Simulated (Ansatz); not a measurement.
A calculation with Ansatz (development build ahead of 0.2.0).

```yaml
crystal:
  periodic: [false, false, false]
  atoms:
    - { symbol: Al, position_ang: [0.0, 0.0, 0.0] }
    - { symbol: S, position_ang: [1.37947, 1.83929, 3.98218] }
basis:
  gaussian: { orbitals: STO-3G }
magnetization:
  initial_magnetization: 1
hamiltonian:
  xc: hf
correlation:
  method: fci
  frozen_orbitals: { Al: 5, S: 5 }
```

The input is written out in the form of the current development build from the run's settings.

The run gave:

```yaml
Converged: yes
Total_energy: -632.01454 hartree
State: lowest doublet root, of any spatial symmetry
```
